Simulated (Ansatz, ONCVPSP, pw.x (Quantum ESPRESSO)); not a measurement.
# pw.x on sc As: one setting changed

Potential: optimised norm-conserving Vanderbilt (ONCV), ONCVPSP 4.0.1.1 (patched build), PBEsol; core [Ar] 3d10, reference 4s2 4p3; waves: 4s: rc 1.70 bohr, ncon 4, nbas 8, qcut 4.8 1/bohr, 2 projectors, debl 3.8 Ha; 4p: rc 1.90 bohr, ncon 5, nbas 9, qcut 4.6 1/bohr, 1 projector; d scattering state at 0.44 Ha: rc 1.95 bohr, ncon 3, nbas 6, qcut 5.1 1/bohr, 2 projectors, debl 0.7 Ha; local part: polynomial inside 1.20 bohr (lpopt 4, dvloc0 0.5 Ha); core correction: none.

The reference run (k-mesh 12³, cutoffs 45/180 Ry, Fermi–Dirac 0.01 Ry, mixing_beta 0.4, conv_thr 1e-9, no spin) gives -0.18 GPa at 19.616 Å³/atom, where all-electron LAPW gives -0.40 GPa. This run, with its own iteration cap, changes k-mesh points per axis to 6.

```
&control
  calculation='scf', prefix='x', pseudo_dir='./', outdir='./tmp', tstress=.true., disk_io='none'
/
&system
  ibrav=0, nat=1, ntyp=1, ecutwfc=45, ecutrho=180, nbnd=9,
  occupations='smearing', smearing='fd', degauss=0.01
/
&electrons
  conv_thr=1e-09, mixing_beta=0.4, electron_maxstep=60
/
ATOMIC_SPECIES
As 1.0 As.UPF
CELL_PARAMETERS angstrom
  2.69693296 0.00000000 0.00000000
  0.00000000 2.69693296 0.00000000
  0.00000000 0.00000000 2.69693296
ATOMIC_POSITIONS crystal
As 0.0000 0.0000 0.0000
K_POINTS automatic
6 6 6 0 0 0
```

```bash
pw.x < As.scf.in > As.scf.out
```

Task: How does the run end?

Result: It converges in 6 iterations; the free energy moves by -38.5 meV/atom and the pressure by +0.70 GPa.

```
Message from routine setup:
     using ibrav=0 with symmetry is DISCOURAGED, use correct ibrav instead
     lattice parameter (alat)  =       5.0965  a.u.
     unit-cell volume          =     132.3753 (a.u.)^3
     number of electrons       =         5.00
     number of Kohn-Sham states=            9
     kinetic-energy cutoff     =      45.0000  Ry
     charge density cutoff     =     180.0000  Ry
     scf convergence threshold =      1.0E-09
     Exchange-correlation= PBESOL
     number of k points=    20  Fermi-Dirac smearing, width (Ry)=  0.0100
     iteration #  1     ecut=    45.00 Ry     beta= 0.40
     total energy              =     -12.67500612 Ry
     estimated scf accuracy    <       0.00240525 Ry
     iteration #  2     ecut=    45.00 Ry     beta= 0.40
     total energy              =     -12.67498970 Ry
     estimated scf accuracy    <       0.00085885 Ry
     iteration #  3     ecut=    45.00 Ry     beta= 0.40
     total energy              =     -12.67499378 Ry
     estimated scf accuracy    <       0.00000025 Ry
     iteration #  4     ecut=    45.00 Ry     beta= 0.40
     total energy              =     -12.67499414 Ry
     estimated scf accuracy    <       0.00000001 Ry
     iteration #  5     ecut=    45.00 Ry     beta= 0.40
     total energy              =     -12.67499414 Ry
     estimated scf accuracy    <          2.5E-09 Ry
     iteration #  6     ecut=    45.00 Ry     beta= 0.40
     the Fermi energy is     8.6300 ev
!    total energy              =     -12.67499414 Ry
     estimated scf accuracy    <          8.8E-11 Ry
     smearing contrib. (-TS)   =      -0.00221061 Ry
     The total energy is F=E-TS. E is the sum of the following terms:
     one-electron contribution =       3.92468829 Ry
     hartree contribution      =       0.47575335 Ry
     xc contribution           =      -3.15525616 Ry
     ewald contribution        =     -13.91796901 Ry
     convergence has been achieved in   6 iterations
          total   stress  (Ry/bohr**3)                   (kbar)     P=        5.20
     Message from routine punch:
     Nothing written, as per user request (disk_io='none')
```

The run took about 2.3 s on one core of a shared host (Neoverse-N1, 64 threads, 124 GiB, load 55).
